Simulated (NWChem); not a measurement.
Molecule: C2H4O2, triplet; SMILES of the neutral closed-shell parent COC=O

```xyz
8

C     -0.4935    -1.3596    -0.0671
O      0.5469    -0.4979     0.3580
C      0.5869     0.7278    -0.2303
O     -0.2290     1.5758     0.3957
H     -0.4123    -1.5743    -1.1478
H     -0.3860    -2.2955     0.4969
H     -1.4860    -0.9263     0.1385
H      0.5122     0.7747    -1.3367
```
Atoms are numbered in this order, from 1.

Results from NWChem. Spin-unrestricted. Geometry: optimised at PBE0/def2-SVP, spin-unrestricted. The spin multiplicity was typed, not searched, and may not be the lowest. No stability test was run on the SCF state. Level: M06-2X/def2-SVP with COSMO at NWChem's default radii, gas-phase geometry; rows give the dielectric constant. Reactions with the solvent are ignored.

| dielectric constant | electrostatic solvation energy (kcal/mol) | dipole in solution (D) |
|---|---|---|
| 2.4 | -2.3 | 2.69 |
| 3.9 | -3.0 | 2.78 |
| 4.8 | -3.2 | 2.81 |
| 11.7 | -3.8 | 2.89 |
| 46.7 | -4.1 | (withheld) |

Q: Some entries are withheld; supply them.

A: 
- 46.7, dipole in solution (D): 2.93
